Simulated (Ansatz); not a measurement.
Process, species as SMILES: [CH2][SiH3] (CH2-SiH3) → [CH2-][SiH3] (an electron is taken up)
B3LYP-D3(BJ)/def2-TZVP geometries, fixed; electronic energies without zero-point terms; positive where energy is released.

Effect of a fitting basis named in the input at MP2/aug-cc-pV(T+d)Z with Ansatz (a program for electronic structure), against the last row, where the adiabatic electron affinity is 1.04 eV. Cores are frozen. Open shells are unrestricted. The default fits or decomposes integrals by the program's own choice; accuracy: high also tightens integrals, grids and stops.

```csv
setting,largest shift of a total energy (mEh),shift of the adiabatic electron affinity (eV)
fitting: def2-universal-jkfit and def2-SVP-RIFIT,0.324,-0.004
fitting: def2-universal-jkfit and cc-pVDZ-RIFIT,1.030,-0.011
fitting: def2-universal-jkfit and cc-pVTZ-RIFIT,0.552,-0.008
fitting: def2-universal-jkfit and aug-cc-pVTZ-RIFIT,0.139,0.000
fitting: def2-universal-jkfit and cc-pVQZ-RIFIT,0.202,-0.002
fitting: def2-universal-jkfit and aug-cc-pVQZ-RIFIT,0.106,0.000
accuracy: high,-0.001,0.000
accuracy: medium (default),0.000,0.000
```

Within 0.002 eV in the adiabatic electron affinity: fitting: def2-universal-jkfit and aug-cc-pVTZ-RIFIT; fitting: def2-universal-jkfit and aug-cc-pVQZ-RIFIT; accuracy: high. The largest shift is 1.030 mEh in a total energy and 0.011 eV in the difference.
